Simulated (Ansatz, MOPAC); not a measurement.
Barrier height from H + PH3 (SMILES P) to the transition structure H4P, without zero-point energy, on the benchmark's geometries as Psi4's copy of the set gives them.
Transition structure (charge 0, multiplicity 2):
```xyz
5

P      0.217     0.000    -0.111
H      0.247     1.035     0.852
H      0.263    -1.025     0.862
H     -1.266    -0.011    -0.151
H     -2.504     0.000     0.106
```
Reactant (charge 0, multiplicity 1):
```tsv
atom	x (Å)	y (Å)	z (Å)
P	0.0000	0.0000	0.1264
H	1.1913	0.0000	-0.6321
H	-0.5957	-1.0317	-0.6321
H	-0.5957	1.0317	-0.6321
```

Open shells are unrestricted; no spin–orbit coupling.

Correlated levels freeze the cores. The state that PM7 reach isn't checked; PM7 holds dispersion and hydrogen-bond terms.

The values were computed with Ansatz (Gaussian basis) for Hartree–Fock, density functionals and correlated methods; MOPAC for PM7 (differences of heats of formation). Each number belongs to the level named beside it.

**Question.** One of these levels gives -34.8 kJ/mol for the barrier height. Which one is it?
A. B97M-V/def2-TZVPPD
B. BLYP/def2-TZVPPD
C. PM7
D. MP2/cc-pVDZ

**Answer.** C, PM7. The others give -11.0 (BLYP/def2-TZVPPD), -2.5 (B97M-V/def2-TZVPPD), 26.1 (MP2/cc-pVDZ)

Ansatz is a program for electronic structure.
